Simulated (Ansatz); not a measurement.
Geometry optimisation, RKS PBE/def2-SVP (Ansatz).

Input file:

```yaml
crystal:
  periodic: [false, false, false]
  atoms:
    - { symbol: Si, position_ang: [-0.357303, 0.191642, -0.476738] }
    - { symbol: Si, position_ang: [-0.28884, -0.188317, 2.933173] }
    - { symbol: H, position_ang: [-0.853906, -0.663656, 4.245621] }
    - { symbol: H, position_ang: [0.782388, -1.143038, 2.490061] }
    - { symbol: H, position_ang: [0.305216, 1.180226, 3.120246] }
    - { symbol: H, position_ang: [0.741253, 0.834877, 0.32159] }
    - { symbol: H, position_ang: [-0.295028, 0.694568, -1.894526] }
    - { symbol: H, position_ang: [-0.167424, -1.298574, -0.471113] }
    - { symbol: H, position_ang: [-1.647521, 0.50484, 0.164609] }
    - { symbol: H, position_ang: [-1.351636, -0.112566, 1.910477] }
basis:
  gaussian: { orbitals: def2-SVP }
hamiltonian:
  xc: pbe
relax:
  f_tol: 0.03
  max_steps: 50
output:
  orbitals: {}
```

Command:

```bash
$ ansatz run input.yaml --threads 1 --pin off --max-ram 2048MiB --backend cpu --events-out ev --progress --plain --runs-dir out
```

Q: Where does it end, and by what steps?

A: The run converged. The force dipped under the threshold on the way, but the program's further checks kept it going. After 7 steps the energy has fallen by 0.233 eV; H9 moved furthest, 0.82 Å.

| step | energy less start (eV) | largest force component (eV/Å) | accepted |
| --- | --- | --- | --- |
| 0 | 0.0000 | 0.698 | yes |
| 1 | -0.1450 | 0.145 | yes |
| 2 | -0.1842 | 0.127 | yes |
| 3 | -0.2223 | 0.112 | yes |
| 4 | -0.2310 | 0.034 | yes |
| 5 | -0.2321 | 0.037 | yes |
| 6 | -0.2326 | 0.030 | yes |
| 7 | -0.2329 | 0.012 | yes |

```xyz
10
Properties=species:S:1:pos:R:3
Si -0.408 0.268 -0.866
Si -0.219 -0.268 3.335
H -0.686 -0.723 4.689
H 0.854 -1.195 2.837
H 0.329 1.127 3.435
H 0.524 0.931 0.112
H -0.010 0.644 -2.266
H -0.323 -1.224 -0.704
H -1.816 0.724 -0.605
H -1.378 -0.285 2.377
```

Whether the end is a true minimum wasn't checked by a vibrational analysis.

Run time: 15 s on 1 thread of Arm Neoverse V1 (shared host), peak memory 0.12 GiB.
